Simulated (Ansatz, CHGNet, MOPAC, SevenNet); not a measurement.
**Ladder of methods for the zone-centre TO phonon frequency of zinc-blende InAs**

Reference value: 217 cm⁻¹ (measured, room temperature, no zero-point or thermal correction; as tabulated in arXiv:1704.04770).

```json
[
 {"level (code)": "PM7 semi-empirical Hartree-Fock (MOPAC)", "value (cm⁻¹)": "247", "cell (Å³/atom)": "27.83"},
 {"level (code)": "CHGNet-r²SCAN", "value (cm⁻¹)": "140", "cell (Å³/atom)": "28.53"},
 {"level (code)": "SevenNet-l3i5", "value (cm⁻¹)": "197", "cell (Å³/atom)": "29.67"},
 {"level (code)": "LDA (Ansatz)", "value (cm⁻¹)": "215", "cell (Å³/atom)": "27.35"},
 {"level (code)": "PBE (Ansatz)", "value (cm⁻¹)": "200", "cell (Å³/atom)": "29.59"},
 {"level (code)": "PBEsol (Ansatz)", "value (cm⁻¹)": "209", "cell (Å³/atom)": "28.20"},
 {"level (code)": "r²SCAN (Ansatz)", "value (cm⁻¹)": "___", "cell (Å³/atom)": "28.49"},
 {"level (code)": "HSE06 (Ansatz)", "value (cm⁻¹)": "___", "cell (Å³/atom)": "28.49"},
 {"level (code)": "LC-ωPBE (Ansatz)", "value (cm⁻¹)": "___", "cell (Å³/atom)": "26.81"},
 {"level (code)": "PBE0 (Ansatz)", "value (cm⁻¹)": "215", "cell (Å³/atom)": "28.39"},
 {"level (code)": "r²SCANh (Ansatz)", "value (cm⁻¹)": "___", "cell (Å³/atom)": "28.24"},
 {"level (code)": "Hartree–Fock (Ansatz)", "value (cm⁻¹)": "219", "cell (Å³/atom)": "29.43"}
]
```

### Question
What belongs in the gaps?

### Answer

- r²SCAN (Ansatz, a quantum-chemistry and plane-wave program), value (cm⁻¹): 210
- HSE06 (Ansatz), value (cm⁻¹): 213
- LC-ωPBE (Ansatz), value (cm⁻¹): 235
- r²SCANh (Ansatz), value (cm⁻¹): 214

Differences against the reference: PM7 semi-empirical Hartree-Fock (MOPAC) +13.8 %, CHGNet-r²SCAN -35 %, SevenNet-l3i5 -9.2 %, LDA -0.9 %, PBE -7.8 %, PBEsol -3.7 %, r²SCAN -3.2 %, HSE06 -1.8 %, LC-ωPBE +8.3 %, PBE0 -0.9 %, r²SCANh -1.4 %, Hartree–Fock +0.9 %.

Once the reference is moved by up to 3.0 % (a margin picked here for doubts on the reference and the settings, and for temperature and zero-point motion) and values within 0.7 % count as equal, the nearest can be LDA (-0.9 %), PBE0 (-0.9 %), Hartree–Fock (+0.9 %), r²SCANh (-1.4 %), HSE06 (-1.8 %), r²SCAN (-3.2 %) or PBEsol (-3.7 %). Among them CHGNet-r²SCAN (-35 %) misses by most.

The measured value isn't corrected to a static lattice, so vibrations enter the comparison.  PM7 semi-empirical Hartree-Fock (MOPAC): the method was fitted mainly to molecules. PM7 semi-empirical Hartree-Fock (MOPAC): the run uses a supercell at the zone centre in place of a k mesh. LDA, PBE, PBEsol: the solid has no gap at this level, which affects its response. Each level is taken at its own relaxed cell. Cutoffs and k meshes differ between the levels. Ansatz's density-functional and Hartree–Fock values are scalar-relativistic unless marked +SOC, with PAW data made under PBE.

Machine-learned potentials (CHGNet-r²SCAN, SevenNet-l3i5) are trained on DFT data: a solid inside that data is no test of them.

Differences are worked out from the printed values.
